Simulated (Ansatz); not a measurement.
Calculated with Ansatz (gas phase, PBE0-D4/def2-TZVP geometries, no zero-point term in ΔE). CCSD(T)/CBS is the MP2 limit (def2-TZVPP, def2-QZVPP) plus CCSD(T) − MP2 in def2-TZVPP, frozen cores. This one scheme is used for every species. Functionals use def2-TZVPP. HSE06 is defined as in plane-wave codes. One conformer a species, not always the lowest.

`F[SiH2][AlH2]` + PH₃ → `[AlH2][SiH2]P` + H–F  (ligand exchange at the Si–F bond)

`F[SiH2][AlH2]`:

```xyz
7

F    -0.926    1.416    1.421
Si    0.323    0.731    0.664
Al   -0.423   -1.010   -0.919
H     1.076    1.827   -0.014
H     1.226    0.185    1.719
H    -1.957   -1.364   -1.114
H     0.682   -1.786   -1.757
```

PH₃:

Cartesian coordinates in Å:
```
P -0.117 0.057 0.566
H -0.523 -1.068 -0.199
H 1.205 0.029 0.047
H -0.565 0.982 -0.414
```

`[AlH2][SiH2]P`:

Z-matrix (Å, degrees):
```
Si
P 1 2.268
Al 1 2.455 2 109.4
H 1 1.494 2 105.2 3 -117.5
H 1 1.491 2 112.2 3 126.6
H 2 1.421 1 95.3 3 -162.8
H 2 1.422 1 94.4 3 -69.1
H 3 1.589 1 121.4 2 128.5
H 3 1.588 1 119.3 2 -51.0
```

H–F:

Z-matrix (Å, degrees):
```
F
H 1 0.920
```

```json
{"level": "LDA (SPW92)", "ΔE (kcal/mol)": "18.7", "difference from CCSD(T)/CBS": "-2.7"}
{"level": "PBE-D4", "ΔE (kcal/mol)": "18.1", "difference from CCSD(T)/CBS": "-3.3"}
{"level": "BHLYP-D4", "ΔE (kcal/mol)": "24.7", "difference from CCSD(T)/CBS": "3.3"}
{"level": "ωB97X-V", "ΔE (kcal/mol)": "23.4", "difference from CCSD(T)/CBS": "2.0"}
{"level": "HSE06", "ΔE (kcal/mol)": "19.7", "difference from CCSD(T)/CBS": "-1.7"}
{"level": "BHLYP", "ΔE (kcal/mol)": "27.0", "difference from CCSD(T)/CBS": "5.6"}
{"level": "CCSD/def2-SVP", "ΔE (kcal/mol)": "22.3", "difference from CCSD(T)/CBS": "0.9"}
{"level": "HF/def2-TZVPP", "ΔE (kcal/mol)": "29.8", "difference from CCSD(T)/CBS": "8.4"}
{"level": "CCSD/def2-TZVPP", "ΔE (kcal/mol)": "23.3", "difference from CCSD(T)/CBS": "1.9"}
{"level": "MP2/def2-QZVPP", "ΔE (kcal/mol)": "21.3", "difference from CCSD(T)/CBS": "-0.1"}
{"level": "CCSD(T)/CBS", "ΔE (kcal/mol)": "21.4", "difference from CCSD(T)/CBS": "0"}
```

Largest T1 diagnostic among the species: 0.014.

Leaving LDA and LC-ωPBE aside and taking each functional with its dispersion term where it has one, the values, not all of them listed here, spread over 8.3 kcal/mol, from revPBE-D4 to CAM-B3LYP-D4. LDA lies −0.8 kcal/mol from PBE without D4. From BLYP to BHLYP (50 % exact exchange), in def2-TZVPP and without D4, ΔE moves by +1.3 kcal/mol.
